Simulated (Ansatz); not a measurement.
Born–Oppenheimer molecular dynamics of CClSi (3 atoms, charge -1, multiplicity 1). It starts from a relaxed structure.

Level of theory: Ansatz 0.2.0, UKS PBE-D4/def2-SVP.

```yaml
ensemble: NVT, Langevin thermostat
time_step: 2 fs
steps_asked: 100
set_temperature: 2000 K
friction: 0.005 /fs
seed: 860053
```

First frame:

```xyz
3
Properties=species:S:1:pos:R:3
C 1.401 0.889 0.867
Si 0.128 0.082 0.079
Cl -1.529 -0.971 -0.946
```

Problem. What does the run give?

Solution. All steps were run.

| Property | Result |
| --- | --- |
| steps done | 100 |
| time covered | 200 fs |
| mean temperature over the second half | 2225 K |
| spread of the potential energy over the second half | 48.3 meV per atom |
| mean potential energy of the second half above the start | 92.7 meV per atom |

The mean temperature of the second half is 11 % above the set value. A run of 0.2 ps of so small a system gives no equilibrium averages. Limits of this set-up: an anion without diffuse functions, the dipole of an ion depends on the origin.

Problem. What happens to the structure?

Solution. The same pairs are bonded in the first frame and the last. Pairs count as bonded within 1.25 times the sum of covalent radii (0.12 Å more for H–H). The details hang on the random start.

Problem. How do temperature and energy run in time?

Solution. 
```json
{"time (fs)": "0.0", "T (K)": "1333", "potential energy less start (eV)": "0.000"}
{"time (fs)": "10.0", "T (K)": "1304", "potential energy less start (eV)": "0.110"}
{"time (fs)": "20.0", "T (K)": "1602", "potential energy less start (eV)": "0.073"}
{"time (fs)": "30.0", "T (K)": "1320", "potential energy less start (eV)": "0.117"}
{"time (fs)": "40.0", "T (K)": "1661", "potential energy less start (eV)": "0.212"}
{"time (fs)": "50.0", "T (K)": "1548", "potential energy less start (eV)": "0.110"}
{"time (fs)": "60.0", "T (K)": "1305", "potential energy less start (eV)": "0.240"}
{"time (fs)": "70.0", "T (K)": "2294", "potential energy less start (eV)": "0.067"}
{"time (fs)": "80.0", "T (K)": "1672", "potential energy less start (eV)": "0.261"}
{"time (fs)": "90.0", "T (K)": "2033", "potential energy less start (eV)": "0.232"}
{"time (fs)": "100.0", "T (K)": "1930", "potential energy less start (eV)": "0.205"}
{"time (fs)": "110.0", "T (K)": "2280", "potential energy less start (eV)": "0.196"}
{"time (fs)": "120.0", "T (K)": "2478", "potential energy less start (eV)": "0.100"}
{"time (fs)": "130.0", "T (K)": "2668", "potential energy less start (eV)": "0.321"}
{"time (fs)": "140.0", "T (K)": "2639", "potential energy less start (eV)": "0.257"}
{"time (fs)": "150.0", "T (K)": "1519", "potential energy less start (eV)": "0.392"}
{"time (fs)": "160.0", "T (K)": "2657", "potential energy less start (eV)": "0.074"}
{"time (fs)": "170.0", "T (K)": "1352", "potential energy less start (eV)": "0.530"}
{"time (fs)": "180.0", "T (K)": "2452", "potential energy less start (eV)": "0.267"}
{"time (fs)": "190.0", "T (K)": "1318", "potential energy less start (eV)": "0.653"}
{"time (fs)": "200.0", "T (K)": "1982", "potential energy less start (eV)": "0.200"}
```

The run took 3.6 min on 1 thread of Arm Neoverse V1, with other jobs on the host, peak memory 0.11 GiB.
